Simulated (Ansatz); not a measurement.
A made-up structure of CH3OSi (charge -1), closed shell:

| atom | x (Å) | y (Å) | z (Å) |
| --- | --- | --- | --- |
| C1 | 0.5742 | -0.3135 | 0.4479 |
| Si2 | -0.6998 | 0.2392 | -0.5822 |
| O3 | 1.1793 | -1.5646 | 0.6860 |
| H4 | -1.4522 | -0.5658 | -1.4778 |
| H5 | -1.0451 | 1.6162 | -0.5498 |
| H6 | 0.9603 | 0.4988 | 1.0090 |

It is relaxed with PBE-D4/def2-SVPD and then PBE0-D4/def2-TZVPD (Ansatz 0.2.0). Atoms count as bonded within 1.22 times the sum of their covalent radii (H–H: 0.88 Å). The end point is not checked to be a true minimum.

Question: Does its bonding change? (A judgement: the text doesn't fix the answer.)

Answer: By the calculation: No: no bond forms or breaks.

Where it ends: The first stage lowers the energy by 1.22 eV in 15 steps. It ends as CH₃OSi ([O][CH][SiH2]), total charge -1:
```csv
atom,x (Å),y (Å),z (Å)
C1,0.5776,-0.3121,0.4109
Si2,-0.3727,0.3779,-1.0829
O3,0.8985,-1.4573,0.7104
H4,-1.4788,-0.6585,-1.2501
H5,-1.1359,1.4426,-0.2969
H6,1.0279,0.5177,1.0419
```

Labels in which every atom is bracketed show which atoms are joined, not bond orders.

For scale, one of the runs: PBE0-D4/def2-TZVPD relaxation, 147 basis functions, launched by `ansatz run in.yaml --threads 2 --pin off --events-out ev --progress --plain --max-ram 4352MiB`. Hardware: 2 CPU threads of an Arm Neoverse V2, shared host. Wall time about 18 s.
